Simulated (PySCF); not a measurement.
CH₃O, SMILES [OH+]=C, charge +1. Geometry: B3LYP-D3(BJ)/def2-TZVP. The isomer is the one that the SMILES or the coordinates give; other isomers of the formula were not compared.

Computed equilibrium geometry at B3LYP-D3(BJ)/def2-TZVP (PySCF confirms it by a frequency run) as Cartesian coordinates in Å, and its point group:
point group Cs.
```xyz
5

C      0.0340    -0.6237     0.0000
O     -0.1305     0.6098     0.0000
H     -0.8750    -1.2245     0.0000
H      1.0294    -1.0721     0.0000
H      0.6854     1.1609     0.0000
```
Charge +1, spin multiplicity 1.
